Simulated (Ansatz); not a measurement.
# CHB (singlet): from Hartree-Fock to the top rungs at distance B1–C2 = 3.285 Å, 6-31G

How much of the correlation energy of CHB (singlet) does each wave-function method recover here?

Method: 6-31G, core rule «outside noble gas», up to 2 orbitals frozen; program: Ansatz 0.2.0, Gaussian basis.

The runs, in order: UHF; CCSD(T) on RHF; CCSD(T) on UHF; BCCD(T) on RHF; CISD; CCSDT(Q) on RHF; CCSDT(Q) on UHF; CISDTQ; CCSDTQ on RHF; CCSDTQ on UHF; CASSCF and MRCISD+Q, 2 electrons in 2 orbitals; CASSCF and NEVPT2, 2 electrons in 2 orbitals; CASSCF and MRCISD+Q, 8 electrons in 9 orbitals; CASSCF and NEVPT2, 8 electrons in 9 orbitals; Full CI; Full CI in the symmetry of the determinant.

41 further runs of the same task are left out: 13 for a known fault of the program, 20 that didn't finish, 8 set aside as unsound or not needed.

**1. The geometry**

The geometry derives from a PBE0/def2-TZVP stationary point (not a proven minimum). One bond is set to the value named and the two fragments are kept rigid.

3 atoms, charge 0, spin multiplicity 1.

Atoms are counted from 1 here; the program's logs count them from 0.

Bond lengths: B1–H3 1.177 Å.

**2. UHF**

in.yaml reads:

```yaml
crystal:
  periodic: [false, false, false]
  atoms:
    - {symbol: B, position_ang: [0.000000, 0.000000, 0.702621]}
    - {symbol: C, position_ang: [0.000000, 0.000000, -2.582379]}
    - {symbol: H, position_ang: [0.000000, 0.000000, 1.879757]}
basis:
  gaussian: {orbitals: 6-31G}
magnetization: {spin_polarized: true, initial_magnetization: 0}
hamiltonian: {xc: hf}
output: {orbitals: {seedname: orbitals}}
```

Launch:

```sh
$ ansatz run in.yaml --threads 1 --pin off --events-out ev --progress --plain --max-ram 2393MiB
```

The runs that follow: CCSD(T) on RHF; CCSD(T) on UHF; BCCD(T) on RHF; CISD; CCSDT(Q) on RHF; CCSDT(Q) on UHF; CISDTQ; CCSDTQ on RHF; CCSDTQ on UHF; CASSCF and MRCISD+Q, 2 electrons in 2 orbitals; CASSCF and NEVPT2, 2 electrons in 2 orbitals; CASSCF and MRCISD+Q, 8 electrons in 9 orbitals; CASSCF and NEVPT2, 8 electrons in 9 orbitals; Full CI; Full CI in the symmetry of the determinant.

Before running them: what should the planned runs give, taken together? Wanted: FCI below the RHF energy; RMP2 from FCI; RCCSD from FCI; RCCSD(T) from FCI; RCCSDT(Q) from FCI; T1 diagnostic; effectively unpaired electrons.

As calculated:

| quantity | value |
| --- | --- |
| FCI below the RHF energy | -4.1525 eV |
| RMP2 from FCI | +2095.2 meV |
| RCCSD from FCI | +686.1 meV |
| RCCSD(T) from FCI | +432.1 meV |
| RCCSDT(Q) from FCI | +297.7 meV |
| levels within 1 kcal/mol (43 meV) | none |
| T1 diagnostic | 0.060 |
| effectively unpaired electrons | 3.94 |

What this shows: RCCSD(T) misses by +432.1 meV, 10.4 % of the correlation energy. The occupations show strong static correlation (3.9 unpaired electrons where one determinant has 0). Coupled cluster took another determinant than the lowest Hartree-Fock one. These misses are within one basis, not against nature.
